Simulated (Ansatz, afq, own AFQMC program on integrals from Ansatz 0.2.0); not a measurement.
BGeH$_{2}$⁺, triplet: AFQMC among the cluster methods

```xyz
4

Ge    0.0000    0.0000   -0.2204
B     0.0000    0.0000    1.6648
H     0.0000    1.3134   -0.9862
H     0.0000   -1.3134   -0.9862
```

Connectivity, by distances: GeH2–B.

Basis cc-pVTZ. Noble-gas cores (and the filled d shells of Ga–Kr and In–Xe) are frozen. Ansatz 0.2.0 and our own AFQMC program on the same integrals; the CISD trial comes from CCSD amplitudes, and released means the phaseless constraint is let go. Free projection: walkers drawn from exp(T), propagated without any constraint. Its projection time is finite, and what remains of the start isn't in its error. Error bars are statistical, one sigma. No spin–orbit coupling.

Determinant: UHF, the one that the program's search chose, which needn't be the lowest solution. The geometry is a PBE0/def2-TZVP stationary point of this or a neighbouring charge and spin state.

No full CI on the walks' own integrals is used here; CCSDT(Q) serves as the reference and is uncertain by about the last step of the cluster series.

Cautions: no relativity below Rb; no spin-orbit coupling; inner d shell frozen; lower spins were not checked.

```
T1 diagnostic                               : 0.0258
weight of the determinant in the CISD state : 0.895
⟨S²⟩ of the determinant                     : 2.005
size of the correlated space                : 8 electrons in 86 orbitals
```

```json
{"level": "MP2", "correlation energy (eV)": "-3.5382"}
{"level": "CCSD", "correlation energy (eV)": "-4.3847"}
{"level": "CCSD(T)", "correlation energy (eV)": "-4.5362"}
```

Task: Estimate where phaseless AFQMC with the Hartree–Fock trial lies against CCSD(T) on the same integrals.

Result: 3.2 ± 2.2 kJ/mol above CCSD(T). The gap is under twice the noise, so this walk alone can't tell the two apart.

Reference: CCSDT(Q), correlation energy -4.580 eV. The released energy is read at 2.40 1/Eh (meV from the phaseless value at times in 1/Eh: -6 ± 5 at 0.24, -14 ± 4 at 0.51, -17 ± 3 at 0.99, -17 ± 3 at 1.62, -17 ± 4 at 2.40).

```
         level  E − E(reference) (kJ/mol)  share of correlation (%)
       CCSD(T)                        4.2                     99.04
         CCSDT                        0.6                     99.85
   ph-AFQMC/HF                  7.5 ± 2.2                     98.31
 ph-AFQMC/CISD                  2.6 ± 0.4                     99.42
released AFQMC                  0.9 ± 0.3                     99.79
    free AFQMC                  0.3 ± 0.7                     99.92
```

Free projections are given only where their last times agree within the noise and don't stop above the reference; a slow remainder of the start can still hide under it. A walk keeps the symmetry of its determinant, which the program's search chose and which needn't be the lowest solution, so a lower state of the same spin and another symmetry isn't excluded. Released energies are given only where the last usable release times agree within the noise; a slower fall can still hide under it.
